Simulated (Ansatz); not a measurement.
Saddle search on SiPH7S, singlet by partitioned rational-function steps on PBE0-D4/def2-TZVP gradients (Ansatz 0.2.0), from this start:

Si1  (-0.747, 0.767, -0.584)
S2  (0.242, 0.866, 1.682)
H3  (-0.140, 0.618, -1.948)
H4  (-0.845, 2.270, -0.488)
H5  (-2.127, 0.255, -0.367)
H6  (0.356, -0.455, 0.929)
P7  (0.125, -1.691, -0.526)
H8  (1.431, 1.261, 1.176)
H9  (1.542, -1.532, -0.614)
H10  (0.164, -2.359, 0.741)
(Å)

```json
{"step": "1", "energy less the last (meV)": "12.1", "largest force (eV/Å)": "0.237", "curvature followed (eV/Å²)": "-7.36"}
{"step": "2", "energy less the last (meV)": "1.8", "largest force (eV/Å)": "0.085", "curvature followed (eV/Å²)": "-7.38"}
{"step": "3", "energy less the last (meV)": "1.7", "largest force (eV/Å)": "0.153", "curvature followed (eV/Å²)": "-7.38"}
{"step": "4", "energy less the last (meV)": "1.9", "largest force (eV/Å)": "0.112", "curvature followed (eV/Å²)": "-7.38"}
{"step": "5", "energy less the last (meV)": "1.0", "largest force (eV/Å)": "0.131", "curvature followed (eV/Å²)": "-7.40"}
{"step": "6", "energy less the last (meV)": "0.3", "largest force (eV/Å)": "0.071", "curvature followed (eV/Å²)": "-7.41"}
{"step": "7", "energy less the last (meV)": "0.6", "largest force (eV/Å)": "0.084", "curvature followed (eV/Å²)": "-7.42"}
{"step": "8", "energy less the last (meV)": "0.1", "largest force (eV/Å)": "0.025", "curvature followed (eV/Å²)": "-7.46"}
{"step": "9", "energy less the last (meV)": "0.1", "largest force (eV/Å)": "0.037", "curvature followed (eV/Å²)": "-7.47"}
{"step": "10", "energy less the last (meV)": "0.1", "largest force (eV/Å)": "0.027", "curvature followed (eV/Å²)": "-7.46"}
{"step": "11", "energy less the last (meV)": "0.0", "largest force (eV/Å)": "0.014", "curvature followed (eV/Å²)": "-7.48"}
{"step": "12", "energy less the last (meV)": "0.0", "largest force (eV/Å)": "0.008", "curvature followed (eV/Å²)": "-7.55"}
```

The search ended at:

```xyz
10
angstrom
Si -0.7133 0.7469 -0.5706
S 0.1483 0.8628 1.7162
H -0.1968 0.4949 -1.9513
H -0.6775 2.2452 -0.5528
H -2.1106 0.3372 -0.3149
H 0.2800 -0.4357 0.9066
P 0.0988 -1.6924 -0.5015
H 1.3591 1.2443 1.2764
H 1.4771 -1.4592 -0.7540
H 0.3347 -2.3439 0.7459
```
